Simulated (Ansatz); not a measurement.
We consider hcp Hf, described by PBEsol (plane waves, PAW; Ansatz, a first-principles code).

A perfect cell of 2 atoms has -31196.0516 eV. A cell of 36 sites with one atom taken out, atoms relaxed at the host's volume, has -545928.5632 eV. Energies are extrapolated to zero smearing.

Defect cell: Numerical settings: plane-wave cutoff 500 eV, 5×5×5 k mesh, Fermi–Dirac smearing 0.1 eV, cell of 36 sites, scalar-relativistic PAW data made under PBE.

Perfect cell: Settings: plane-wave cutoff 500 eV, 15×15×10 k mesh (along the axes of the cell as run), Fermi–Dirac smearing 0.1 eV, scalar-relativistic PAW data made under PBE.

Task: Work out the vacancy formation energy.

Result: E_f = E(35) − 35 × E_bulk per atom = -545928.5632 − 35 × (-31196.0516/2) = 2.34 eV. Before relaxation the value is 2.41 eV.

The cell is finite, so the vacancy feels its images.

Note: energies are extrapolated to zero smearing, and mesh and cell size move such values by some hundredths of an eV or more.
